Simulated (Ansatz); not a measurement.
doublet SiO(+): levels of theory in one basis

```xyz
2

Si    0.0000    0.0000    0.0000
O     0.0000    0.0000    1.6709
```

Basis set: def2-SVP (spherical functions). Left uncorrelated: 6 orbitals. Correlation on ROHF uses semicanonical orbitals with singles. Charge 1, multiplicity 2.

Computed with Ansatz (development build ahead of 0.2.0); each method stands on the lowest determinant of its kind that the runs found.

| method | E − E(ROHF) (eV) | <S²> of the determinant |
| --- | --- | --- |
| ROHF | 0.00 | 0.75 |
| UHF | -0.10 | 0.76 |
| ROHF-MP2 | -5.45 | – |
| UHF-MP2 | -5.45 | 0.76 |
| ROHF-CCSD(T) | -6.31 | – |
| UHF-CCSDT(Q) | -6.36 | 0.76 |

Caution for ROHF-MP2, UHF-MP2: MP2 on this radical cation hangs on the determinant chosen. Caution for ROHF-MP2, UHF-MP2, ROHF-CCSD(T), UHF-CCSDT(Q): a plain start can end on a higher determinant.
